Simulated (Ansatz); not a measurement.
Input for Ansatz (development build ahead of 0.2.0):

```yaml
crystal:
  periodic: [false, false, false]
  atoms:
    - { symbol: O, position_ang: [0.0, 0.0, -1.11815] }
    - { symbol: C, position_ang: [0.0, 0.0, 0.0] }
    - { symbol: O, position_ang: [0.0, 0.0, 1.11815] }
basis:
  gaussian: { orbitals: def2-SVP }
total_charge: 1
magnetization:
  spin_polarized: true
  initial_magnetization: 1
hamiltonian:
  xc: hf
correlation:
  method: mp2
  frozen_orbitals: { C: 1, O: 1 }
scf:
  omitted_lower_state_checks: [starts, atomic_configurations, cluster_reference, orbital_swaps, given_window_search, neighbouring_geometries, increment]
```

The input is written out in the form of the current development build from the run's settings.

Results

```yaml
Converged: yes
Reference_energy: -187.01813 hartree
Correlation_energy: -0.40997 hartree
Total_energy: -187.42811 hartree
Spin_squared_of_the_determinant: 0.908
Stability_test: minimum
Occupied_orbitals_by_symmetry_in_an_Abelian_subgroup_alpha;_beta: 4 Ag 3 B1u 1 B2g 1 B2u 1 B3g 1 B3u; 4 Ag 3 B1u 1 B2g 1 B2u 1 B3u
```

Messages of the program:
```
mean field -5089.02268350 eV, -187.0181341550 hartree, gradient 2.2e-6 eV, S^2 0.908407; 0 other ends of a descent, 0 dependent functions left out
```

Caution: the unrestricted determinant is spin contaminated; MP2 on this radical cation hangs on the determinant chosen.
